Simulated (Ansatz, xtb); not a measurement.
# Two isomers of C4H12P2

We compare X, `CC(C)P(C)P`, a singlet, with Y, `CC(C)PCP`, a singlet. Both are isolated molecules in the gas phase, relaxed with PBE-D3(BJ)/def2-SVP, each in the lowest conformer that the search found.

Quicker runs give these differences E(Y) − E(X): GFN2-xTB +0.701 eV; HF/STO-3G +0.316 eV (at GFN2-xTB geometries); r2SCAN-D4/def2-SVP +0.437 eV (at GFN2-xTB geometries).

Question: Estimate E(Y) − E(X) at the level CCSD(T)/def2-SVP + ΔMP2/def2-TZVPP.

Answer: Calculated at CCSD(T)/def2-SVP + ΔMP2/def2-TZVPP: E(Y) − E(X) = +0.433 eV, so structure X lies lower.

The same difference at several levels:

| level | geometry | E(Y) − E(X) (eV) | departure from the last row (eV) | job, with rough time for the two |
| --- | --- | --- | --- | --- |
| GFN2-xTB | GFN2-xTB | +0.701 | +0.268 | optimisation, 0.61 s |
| HF/STO-3G | GFN2-xTB | +0.316 | −0.118 | single point, 0.42 s |
| r2SCAN-D4/def2-SVP | GFN2-xTB | +0.437 | +0.004 | single point, 4.7 s |
| PBE-D3(BJ)/def2-SVP | PBE-D3(BJ)/def2-SVP | +0.458 | +0.025 | optimisation, 28 s |
| HF/def2-SVP | PBE-D3(BJ)/def2-SVP | +0.334 | −0.099 | part of the CCSD(T) run |
| MP2/def2-SVP | PBE-D3(BJ)/def2-SVP | +0.373 | −0.060 | part of the CCSD(T) run |
| CCSD(T)/def2-SVP | PBE-D3(BJ)/def2-SVP | +0.365 | −0.068 | single point |
| CCSD(T)/def2-SVP + ΔMP2/def2-TZVPP | PBE-D3(BJ)/def2-SVP | +0.433 |  | single point, 82 s |

As drawn, Y has 1 C–P, 1 P–H in place of 1 P–P, 1 C–H.

None of the levels shown reverses the order. The largest departure from CCSD(T)/def2-SVP + ΔMP2/def2-TZVPP is that of GFN2-xTB, 0.268 eV. The last row adds to CCSD(T) the change of the MP2 difference between the two basis sets, here +0.068 eV.

With thermal terms from frequencies at re-optimised GFN2-xTB minima (ideal gas, soft modes damped towards free rotors, one conformer each, 298.15 K, 1 atm): on the last row, ΔE + ΔZPE = +0.384, ΔH = +0.373, ΔG = +0.386 eV.

The correlated steps freeze 14 core orbitals. Run with Ansatz 0.2.0, xtb 6.7.1; the last row on 4 threads of Arm Neoverse V1 on a shared host.
